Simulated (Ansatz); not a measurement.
I need the interaction energy of a dimer with the counterpoise correction of CS2, SMILES S=C=S. Use Ansatz's Python interface. Settings (for the species named): PBE0, def2-SVP basis, multiplicity 1.

```xyz
3

S     1.3585   -0.1562    0.7299
C     0.0000    0.0000    0.0000
S    -1.3585    0.1562   -0.7299
```

`run_dimer.py`:
```python
# -*- coding: utf-8 -*-
'''Interaction energy of two CS2 molecules, with the counterpoise correction.'''

import ansatz as az
import numpy as np

FIRST = [
    ('S', (1.3585, -0.1562, 0.7299)),
    ('C', (0.0, 0.0, 0.0)),
    ('S', (-1.3585, 0.1562, -0.7299)),
]
SECOND = [
    ('S', (-6.2258, 2.8864, -2.1655)),
    ('C', (-4.7714, 2.3546, -2.0997)),
    ('S', (-3.3169, 1.8227, -2.0338)),
]

def energy(atoms, ghosts=()):
    molecule = az.Crystal.molecule()
    for symbol, xyz in atoms:
        molecule = molecule.atom(symbol, xyz)
    calc = (
        molecule.calculation()
        .basis(gaussian='def2-SVP')
        .functional('pbe0')
    )
    deck = calc.input()
    if ghosts:
        deck = deck.set(az.key.basis.gaussian.ghost_atoms, [{'symbol': s, 'position_ang': list(xyz)} for s, xyz in ghosts])
    return az.Session.from_dict(deck).plan().execute().report['free_energy_ev']

# monomers in their own basis and in the basis of the dimer
direction = np.array([-0.8342, 0.4116, -0.3671])
print('shift (A)   counterpoise-corrected interaction (eV)')
for shift in (-0.3, 0.0, 0.4, 1.0, 2.0):
    moved = [(s, tuple(np.round(np.array(xyz) + shift * direction, 4))) for s, xyz in SECOND]
    gain = energy(FIRST + moved) - energy(FIRST, moved) - energy(moved, FIRST)
    print(f'{shift:8.2f} {gain:14.3f}')
```

Running `python run_dimer.py` prints:
```text
shift (A)   counterpoise-corrected interaction (eV)
   -0.30          0.609
    0.00          0.207
    0.40          0.033
    1.00         -0.004
    2.00         -0.002
```

Notes:
- The dimer is a generated trial pose of unrelaxed monomers, not a minimum, so the figure is no binding energy, and the basis set is small.
- This level lacks the dispersion part of the attraction (electrostatics and induction are there), which can decide the sign where the interaction is weak.
- Hardware and time: 41 s on 1 thread of Arm Neoverse V1, on a shared host, peak memory 0.27 GiB.
